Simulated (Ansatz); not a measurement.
# The cluster Al2Sb+: single points with varied inputs

Aim: run the cluster Al2Sb+ under a spread of inputs, and see what each costs and gives.

Method: the settings change from run to run; program: Ansatz 0.2.0, Gaussian basis.

### 1 The molecule

An earlier r2SCAN-D4 in a triple-zeta def2 set relaxation fixed the geometry. Sb takes a core potential in def2 sets; no spin-orbit term is included.

3 atoms, charge 1, spin multiplicity 1.

Atoms are counted from 1 here; the program's logs count them from 0.

Bond lengths: Al1–Al2 2.429 Å, Al1–Sb3 2.605 Å, Al2–Sb3 2.605 Å. Angles: Al2–Al1–Sb3 62.2°, Al1–Al2–Sb3 62.2°, Al1–Sb3–Al2 55.6°.

### 2 PBE/def2-SVPD

Set apart from the defaults: charge +2, multiplicity 2.

The input, in.yaml:

```yaml
crystal:
  periodic: [false, false, false]
  atoms:
    - {symbol: Al, position_ang: [-0.207312, -0.710830, 1.231873]}
    - {symbol: Al, position_ang: [1.201599, 0.786150, -0.062645]}
    - {symbol: Sb, position_ang: [-0.994277, -0.075320, -1.169228]}
basis:
  gaussian: {orbitals: def2-SVPD}
total_charge: 2
magnetization: {spin_polarized: true, initial_magnetization: 1}
hamiltonian: {xc: {name: PBE}}
scf: {omitted_lower_state_checks: [starts]}
output: {forces: true}
```

Launch:

```sh
> ansatz run in.yaml --threads 2 --pin off --events-out ev --progress --plain --max-ram 4352MiB
```

Log:

```text
Functional definition: PBE
  name "PBE"
  cite "Perdew, Burke & Ernzerhof, Phys. Rev. Lett. 77, 3865 (1996) doi:10.1103/PhysRevLett.77.3865"
  parent pbe
  parameter kappa = 0.804
  parameter beta = 0.06672455060314922
  exchange = pbe_x(kappa = kappa, mu = beta*pi^2/3)
  correlation = pbe_c(beta = beta)
these checks for a lower state are left out or cut short: starts
822 factors; their error is unknown
mean field evaluation 1: about -19690.1054 eV, gradient 2.9e1 eV
mean field evaluation 2: about -19646.7211 eV, gradient 5.9e1 eV
mean field evaluation 4: about -19697.0021 eV, gradient 1.4e1 eV
mean field evaluation 8: about -19699.1266 eV, gradient 1.4e-1 eV
mean field evaluation 16: about -19699.0743 eV, gradient 5.1e-4 eV
mean field -19699.07432671 eV, -723.9276289945 hartree, gradient 5.9e-6 eV, S^2 0.754687; 0 other end points of the search recorded, 0 dependent functions left out
the calculation of the forces begins
reference -19699.07438362 eV, -723.9276310858 hartree; 24, 23 occupied and 56, 57 virtual orbitals, 822 factors
Total energy: -19699.07438362 eV, -723.9276310858 hartree
Atom 0 at    -0.207312    -0.710830     1.231873 Å, force    -0.639346    -0.792485     0.827691 eV/Å
Atom 1 at     1.201599     0.786150    -0.062645 Å, force     0.868681     0.809842    -0.557969 eV/Å
Atom 2 at    -0.994277    -0.075320    -1.169228 Å, force    -0.229335    -0.017357    -0.269722 eV/Å
Dipole moment:     1.154630     0.087469     1.357788 e Å
Checks for a lower state left out: starts
```

Run time: 4.2 s. Hardware: 2 threads of Arm Neoverse V2, shared host.

Largest force 1.312 eV/Å, ⟨S²⟩ 0.755.

### 3 B97/def2-SVP

Options: charge 0, multiplicity 2, atoms shaken by 0.08 Å, density fitting with def2-universal-jkfit.

The input, in.yaml:

```yaml
crystal:
  periodic: [false, false, false]
  atoms:
    - {symbol: Al, position_ang: [-0.102593, -0.755563, 1.251762]}
    - {symbol: Al, position_ang: [1.206347, 0.760871, -0.009354]}
    - {symbol: Sb, position_ang: [-0.868298, -0.085135, -1.163814]}
basis:
  gaussian: {orbitals: def2-SVP, fitting: {mean_field: def2-universal-jkfit}}
magnetization: {spin_polarized: true, initial_magnetization: 1}
hamiltonian: {xc: {name: B97}}
scf: {omitted_lower_state_checks: [starts]}
output: {forces: true}
```

Same command.

Log, cut to the lines that bear on the results:

```text
Functional definition: B97
  name "B97"
  cite "Becke, J. Chem. Phys. 107, 8554 (1997) doi:10.1063/1.475007"
[...]
      + integral(e_c_pw_opposite_spin*poly(b97_u_opposite, cos0, cos1, cos2))
[...]
474 factors; integrals over basis functions are off by at most 5.6e-3 eV
[...]
mean field -19725.08727650 eV, -724.8835872672 hartree, gradient 3.6e-5 eV, S^2 0.791008; 0 other end points of the search recorded, 0 dependent functions left out
[...]
reference -19725.08729433 eV, -724.8835879224 hartree; 25, 24 occupied and 37, 38 virtual orbitals, 474 factors
Total energy: -19725.08729433 eV, -724.8835879224 hartree
Atom 0 at    -0.102593    -0.755563     1.251762 Å, force    -0.692018    -0.905499     0.876849 eV/Å
Atom 1 at     1.206347     0.760871    -0.009354 Å, force     1.145220     1.024829    -0.492093 eV/Å
Atom 2 at    -0.868298    -0.085135    -1.163814 Å, force    -0.453202    -0.119329    -0.384756 eV/Å
Dipole moment:     0.111480     0.014342     0.125034 e Å
Checks for a lower state left out: starts
```

It took 4.9 s on 2 threads of Arm Neoverse V2, shared host.

Largest force 1.614 eV/Å, dipole 0.81 D, ⟨S²⟩ 0.791.

### 4 BLYP/def2-TZVPP

Options: D4 dispersion, the search for lower states set to light.

The input, in.yaml:

```yaml
crystal:
  periodic: [false, false, false]
  atoms:
    - {symbol: Al, position_ang: [-0.207312, -0.710830, 1.231873]}
    - {symbol: Al, position_ang: [1.201599, 0.786150, -0.062645]}
    - {symbol: Sb, position_ang: [-0.994277, -0.075320, -1.169228]}
basis:
  gaussian: {orbitals: def2-TZVPP}
total_charge: 1
hamiltonian: {xc: {name: BLYP}, dispersion: d4}
scf: {lower_state_search: light}
output: {forces: true}
```

The command is unchanged.

Log, cut to the lines that bear on the results:

```text
Functional definition: BLYP
  name "BLYP"
  cite "Becke, Phys. Rev. A 38, 3098 (1988) doi:10.1103/PhysRevA.38.3098"
  cite "Lee, Yang & Parr, Phys. Rev. B 37, 785 (1988) doi:10.1103/PhysRevB.37.785"
[...]
921 factors; their error is unknown
[...]
mean field -19723.23068393 eV, -724.8153587486 hartree, gradient 6.2e-5 eV, S^2 0.000000; 5 other end points of the search recorded, 0 dependent functions left out
[...]
reference -19723.23094549 eV, -724.8153683608 hartree; 24, 24 occupied and 110, 110 virtual orbitals, 921 factors
Total energy: -19723.47959381 eV, -724.8245060179 hartree
Atom 0 at    -0.207312    -0.710830     1.231873 Å, force    -0.090487    -0.267847     0.447646 eV/Å
Atom 1 at     1.201599     0.786150    -0.062645 Å, force     0.438459     0.294193    -0.038417 eV/Å
Atom 2 at    -0.994277    -0.075320    -1.169228 Å, force    -0.347972    -0.026346    -0.409229 eV/Å
Dipole moment:     0.657232     0.049789     0.772871 e Å
```

It took 6.5 s on 2 threads of Arm Neoverse V2, shared host.

Largest force 0.538 eV/Å.

### 5 The runs in one table

```csv
level,charge,multiplicity,geometry,functions,energy (eV),time
PBE/def2-SVPD,2,2,relaxed,80,-19699.074,4.2 s
B97/def2-SVP,0,2,shaken,62,-19725.087,4.9 s
BLYP/def2-TZVPP,1,1,relaxed,134,-19723.480,6.5 s
```

### 6 Results

```
quantity                   value
    runs                       3
quickest    PBE/def2-SVPD, 4.2 s
 slowest  BLYP/def2-TZVPP, 6.5 s
```

The runs differ in state or geometry as well as level, so their energies can't be set against each other. The times lie within a factor of two. At the r2SCAN-D4/def2-TZVP geometry and in the same state, runs without warnings or point charges leave forces up to 0.54 eV/Å (BLYP/def2-TZVPP).
